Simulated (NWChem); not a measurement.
# BF (SMILES [B]F): levels of theory compared

We compute a comparison of 6 runs (HF/STO-3G, HF/3-21G, HF/6-31G**, HF/def2-SVP, PBE/def2-TZVPPD, B3LYP/6-31G*) of BF. 

The calculation is run with NWChem 7.3.0.

2 further runs of the same task are left out: 2 set aside as unsound or not needed. Runs told in other sessions of the task aren't counted.

## Step 1: Starting point

BF has 2 atoms, charge 0, and is taken as a singlet. SMILES: `[B]F`. Geometry: relaxed at PBE0-D4/def2-TZVP.

Bond lengths: B1–F2 1.263 Å.

## Step 2: Energy and gradient at HF/STO-3G (run 1)

Contents of run.py:

```python
from ase import Atoms
from ase.calculators.nwchem import NWChem

atoms = Atoms(['B', 'F'], positions=[
    [0.000000, -0.000000, -0.009350],
    [-0.000000, 0.000000, 1.253740],
])

calc = NWChem(
    label='geom',
    theory='scf',
    memory='2200 mb',
    basis='STO-3G',
    basispar='spherical bse',
    scf={'nopen': '0', 'rhf': None, 'thresh': '1e-08', 'maxiter': '80'},
)
atoms.calc = calc

forces = atoms.get_forces()
print(f"energy = {atoms.get_potential_energy():.6f} eV")
print("forces (eV/A):")
for s, f in zip(atoms.symbols, forces):
    print(f"{s:2s} {f[0]:10.5f} {f[1]:10.5f} {f[2]:10.5f}")
print("dipole (e A):", atoms.get_dipole_moment().round(4))
```

Command:

```sh
$ export ASE_NWCHEM_COMMAND="nwchem PREFIX.nwi > PREFIX.nwo"
$ python run.py
```

Log:

```text
energy = -3329.480010 eV
forces (eV/A):
B    -0.00000    0.00000    1.32355
F     0.00000   -0.00000   -1.32355
dipole (e A): [-0.     -0.      0.2291]
```

The calculator wrote geom.nwi:

```
title "geom"

permanent_dir geom

scratch_dir geom

start geom

geometry units angstrom nocenter noautosym noautoz
  B  0.0000000000000000e+00 -0.0000000000000000e+00 -9.3500000000000007e-03
  F  -0.0000000000000000e+00 0.0000000000000000e+00 1.2537400000000001e+00
end

memory 2200 mb

basis spherical bse noprint
   * library STO-3G
end

scf
  nopen 0
  rhf
  thresh 1e-08
  maxiter 80
end

task scf gradient
```

geom.nwo:

```text
Northwest Computational Chemistry Package (NWChem) 7.3.0
             --------------------------------------------------------

           Job information
           ---------------

    nwchem branch   = 7.3.0
    use scalapack   = T
    input           = geom.nwi
    prefix          = geom.
    data base       = geom/geom.db
    status          = startup
    nproc           =        1

           Memory information
           ------------------

[... 5 lines left out ...]
    hardfail = no
[... 100 lines left out ...]
         Quadratically convergent ROHF
[... 14 lines left out ...]
       Final RHF  results
[... 4 lines left out ...]
      Two-electron energy =     67.074510984241
[... 19 lines left out ...]
                       ROHF Final Molecular Orbital Analysis
[... 102 lines left out ...]
                 ----------------------------------------
                 |  Time  |  1-e(secs)   |  2-e(secs)   |
                 ----------------------------------------
                 |  CPU   |       0.00   |       0.04   |
                 ----------------------------------------
                 |  WALL  |       0.00   |       0.04   |
                 ----------------------------------------

 Task  times  cpu:        0.2s     wall:        0.2s
 Total times  cpu:        0.2s     wall:        0.2s
```

It took 1.8 s on 1 thread of Intel Xeon Platinum 8259CL at 2.50GHz (Skylake/Cascade Lake), shared host; peak memory 0.099 GiB.

## Step 3: Energy and gradient at HF/3-21G (run 2)

Contents of bf.nw:

```
start bf
title "BF hf"
memory total 2200 mb
geometry units angstroms noautosym nocenter noautoz
  B        0.000000       0.000000      -0.009350
  F        0.000000       0.000000       1.253740
end
basis "ao basis" spherical bse
  * library 3-21G
end
scf
  thresh 1e-08
  maxiter 80
end
task scf gradient
```

Command:

```sh
$ nwchem bf.nw > bf.out
```

Log:

```text
[...]
  functions       =    18
[...]
  wavefunction    = RHF
[...]
         Total SCF energy =   -123.431826639571
      One-electron energy =   -207.950736190414
      Two-electron energy =     65.665956709013
 Nuclear repulsion energy =     18.852952841829
        Time for solution =      0.2s
[...]
                         RHF ENERGY GRADIENTS
    atom               coordinates                        gradient
                 x          y          z           x          y          z
   1 B       0.000000   0.000000  -0.017669   -0.000000   0.000000   0.048797
   2 F       0.000000   0.000000   2.369225    0.000000  -0.000000  -0.048797
[...]
```

Wall time 0.89 s (1 thread of Intel Xeon Platinum 8259CL at 2.50GHz (Skylake/Cascade Lake), shared host); peak memory 0.098 GiB.

## Step 4: Energy and gradient at HF/6-31G(d,p) (spherical functions) (run 3)

Contents of bf.xyz:

```xyz
2
13768-60-0
B      0.000000     0.000000    -0.009350
F      0.000000     0.000000     1.253740
```

Contents of bf.nw:

```
start bf
title "13768-60-0"
memory total 2200 mb
geometry noautosym nocenter noautoz
  load bf.xyz
end
basis spherical bse
  * library 6-31G**
end
scf
  thresh 1e-08
  maxiter 80
  print medium
end
task scf gradient
```

Command:

```sh
$ nwchem bf.nw > bf.out
```

Log:

```text
[...]
  functions       =    28
[...]
  wavefunction    = RHF
[...]
         Total SCF energy =   -124.101230776391
      One-electron energy =   -209.019571720926
      Two-electron energy =     66.065388102706
 Nuclear repulsion energy =     18.852952841830
        Time for solution =      1.0s
[...]
                         RHF ENERGY GRADIENTS
    atom               coordinates                        gradient
                 x          y          z           x          y          z
   1 B       0.000000   0.000000  -0.017669    0.000000   0.000000  -0.001874
   2 F       0.000000   0.000000   2.369225   -0.000000  -0.000000   0.001874
[...]
```

Run time: 2 s. Hardware: 1 thread of Intel Xeon Platinum 8259CL at 2.50GHz (Skylake/Cascade Lake), shared host; peak memory 0.099 GiB.

Runs 4 to 5 aren't shown in full; the table further down has their settings and results.

## Step 5: Energy and forces at B3LYP/6-31G(d) (Cartesian functions) (run 6)

Contents of test.nw:

```
start test
title "BF B3LYP"
memory total 2200 mb

geometry noautosym nocenter noautoz
  B     0.000000    0.000000   -0.009350
  F     0.000000    0.000000    1.253740
end

basis
  B library 6-31G*
  F library 6-31G*
end

dft
  xc b3lyp
  grid xfine
  convergence energy 1e-08
  iterations 100
  mulliken
end

task dft gradient
```

Command:

```sh
$ nwchem test.nw > test.out
```

Log:

```text
[...]
          Wavefunction type:  closed shell.
          No. of atoms     :     2
          No. of electrons :    14
[...]
          Charge           :     0
          Spin multiplicity:     1
[...]
          AO basis - number of functions:    30
[...]
              XC Information
              --------------
                         B3LYP Method XC Potential
                     Hartree-Fock (Exact) Exchange  0.200
                        Slater Exchange Functional  0.800 local
                    Becke 1988 Exchange Functional  0.720 non-local
              Lee-Yang-Parr Correlation Functional  0.810
                  VWN I RPA Correlation Functional  0.190 local
[...]
 d= 0,ls=0.0,diis     1   -124.6211128901 -1.43D+02  2.55D-02  3.19D-01     0.5
[...]
 d= 0,ls=0.0,diis     7   -124.6579315176 -7.98D-10  4.72D-07  2.35D-10     2.7
         Total DFT energy =     -124.657931517616
      One electron energy =     -209.001522329541
           Coulomb energy =       79.952552756354
    Exchange-Corr. energy =      -14.461914786259
 Nuclear repulsion energy =       18.852952841829
[...]
      Total Density - Mulliken Population Analysis
     ---------------------------------------------
    Atom       Charge   Shell Charges
 -----------   ------   -------------------------------------------------------
    1 B    5     4.92   1.99  0.66  0.80  1.20  0.19  0.07
    2 F    9     9.08   1.99  0.98  3.33  0.81  1.88  0.09
[...]
  wavefunction    = closed shell
                         DFT ENERGY GRADIENTS
    atom               coordinates                        gradient
                 x          y          z           x          y          z
   1 B       0.000000   0.000000  -0.017669    0.000000   0.000000   0.010546
   2 F       0.000000   0.000000   2.369225   -0.000000  -0.000000  -0.010546
[...]
```

It took 4.5 s on 1 thread of Intel Xeon Platinum 8259CL at 2.50GHz (Skylake/Cascade Lake), shared host; peak memory 0.11 GiB.

## Step 6: The series

```csv
run,level,iteration cap,module,energy (Eh),dipole moment (D),HOMO energy (eV),LUMO energy (eV),wall time
1,HF/STO-3G,80,scf,-122.356135,1.10,-7.61,8.93,1.8 s
2,HF/3-21G,80,scf,-123.431827,0.78,-10.88,3.24,0.89 s
3,HF/6-31G** (spherical functions),80,scf,-124.101231,0.87,-10.68,3.61,2 s
4,HF/def2-SVP,80,scf,-124.002871,0.99,-10.90,2.75,1.4 s
5,PBE/def2-TZVPPD,100,dft,-124.577221,–,–,–,22 s
6,B3LYP/6-31G* (Cartesian functions),100,dft,-124.657932,1.09,-7.28,-0.58,4.5 s
```

## Step 7: Summary of results

| quantity | value |
| --- | --- |
| run 6: total energy | -124.65793 Eh |
| run 6: dipole moment | 1.09 D |
| run 6: HOMO energy | -7.28 eV |
| run 6: LUMO energy | -0.58 eV |
| run 6: HOMO–LUMO gap | 6.70 eV |
| run 6: largest force on an atom | 0.542 eV/Å |

**Reading.** Over runs 1, 2, 3, 4, 6 the dipole moment (its size) runs from 0.78 D (HF/3-21G) to 1.10 D (HF/STO-3G). Over runs 1, 2, 3, 4, 6 the HOMO–LUMO gap runs from 6.70 eV (B3LYP/6-31G*) to 16.54 eV (HF/STO-3G). The two ends differ in method and basis. Totals of different functionals can't be ranked against each other. In run 1 the basis is minimal, so the values are rough. All runs together took 33 s, the longest 22 s.
